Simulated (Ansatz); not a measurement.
Input file:

```yaml
crystal:
  periodic: [false, false, false]
  atoms:
    - {symbol: P, position_ang: [0.000000, 0.000000, -1.637933]}
    - {symbol: C, position_ang: [0.000000, 0.000000, -0.058233]}
    - {symbol: Si, position_ang: [0.000000, 0.000000, 1.696167]}
basis:
  gaussian: {orbitals: cc-pVDZ}
magnetization: {spin_polarized: false, initial_magnetization: 1}
correlation: {method: fic_mrcisd_q, electrons: outside_noble_gas, active_space: {window: {electrons: 11, orbitals: 11}, shells: [{species: C, l: s, shell: 2}, {species: C, l: p, shell: 2}, {species: P, l: p, shell: 3}, {species: Si, l: s, shell: 3}, {species: Si, l: p, shell: 3}]}}
```

```sh
$ ansatz run in.yaml --threads 1 --pin off --events-out ev --progress --plain --max-ram 2393MiB
```

Log:

```
922 factors; integrals over basis functions are off by at most 1.5e-7 eV
mean field evaluation 1: about -18160.0131 eV, gradient 2.2e1 eV
mean field evaluation 2: about -18160.0198 eV, gradient 2.2e1 eV
mean field evaluation 4: about -18161.6292 eV, gradient 2.8e0 eV
mean field evaluation 8: about -18161.7255 eV, gradient 1.4e-1 eV
mean field evaluation 16: about -18161.7256 eV, gradient 1.4e-1 eV
mean field evaluation 32: about -18158.4489 eV, gradient 1.5e-6 eV
mean field -18161.72587685 eV, -667.4311155145 hartree, gradient 2.8e-6 eV, S^2 0.750000; 5 other end points of the search recorded, 0 dependent functions left out
reference -18161.72587685 eV, -667.4311155145 hartree; 18, 17 occupied and 32, 33 virtual orbitals, 922 factors
state -18165.67822652 eV, -667.5763616856 hartree
contracted CI cycle   1: correlation 0.00000000 eV, 0.0000000000 hartree, residual 1.73e1 eV
contracted CI cycle   2: correlation -4.86176954 eV, -0.1786667352 hartree, residual 3.70e0 eV
contracted CI cycle   3: correlation -5.08687765 eV, -0.1869393058 hartree, residual 9.59e-1 eV
contracted CI cycle   4: correlation -5.10256515 eV, -0.1875158107 hartree, residual 3.18e-1 eV
contracted CI cycle   5: correlation -5.10425828 eV, -0.1875780321 hartree, residual 1.14e-1 eV
contracted CI cycle   6: correlation -5.10446445 eV, -0.1875856087 hartree, residual 3.83e-2 eV
contracted CI cycle   7: correlation -5.10448598 eV, -0.1875863997 hartree, residual 1.16e-2 eV
contracted CI cycle   8: correlation -5.10448796 eV, -0.1875864727 hartree, residual 3.50e-3 eV
contracted CI cycle   9: correlation -5.10448815 eV, -0.1875864795 hartree, residual 1.16e-3 eV
state -18165.67822652 eV, -667.5763616856 hartree; corrected -18171.29770866 eV, -667.7828738451 hartree
Total energy: -18171.29770866 eV, -667.7828738451 hartree
Checks for a lower state left out: starts, orbital_swaps
```

Ran on 1 thread of AMD EPYC, shared host: 69 s wall, 0.95 GiB peak host memory.
